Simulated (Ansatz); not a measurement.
Mulliken charges of `C/C=C/C#N` from B3LYP/def2-TZVPP in Ansatz (PBE0-D4/def2-TZVP geometry).

```csv
atom,x (Å),y (Å),z (Å),charge (e)
C1,-0.595,-1.314,0.534,-0.197
C2,-0.180,0.100,0.374,-0.067
C3,0.499,0.572,-0.673,-0.043
C4,0.877,1.937,-0.787,-0.217
N5,1.194,3.040,-0.897,0.007
H6,-1.683,-1.385,0.631,0.099
H7,-0.280,-1.929,-0.309,0.081
H8,-0.174,-1.736,1.452,0.099
H9,-0.451,0.791,1.168,0.118
H10,0.793,-0.077,-1.492,0.120
```

Task: By hand: the dipole of these point charges (1 e Å = 4.8032 D).

Result: Σ q r = (-0.239, -0.553, 0.203) e Å, of length 0.636 e Å = 3.05 D.

Task: How does the dipole of the full density compare? (Estimate.)

Result: Ansatz gave: (-0.335, -0.914, 0.225) e Å, 4.80 D; the point charges give 0.64 times that, at 6° from its direction.

Point charges leave out the atoms' own dipoles, such as those of lone pairs, and Mulliken's split depends on the basis, so the two needn't agree.

B3LYP here is the variant with VWN-RPA as its local correlation; programs differ in this.
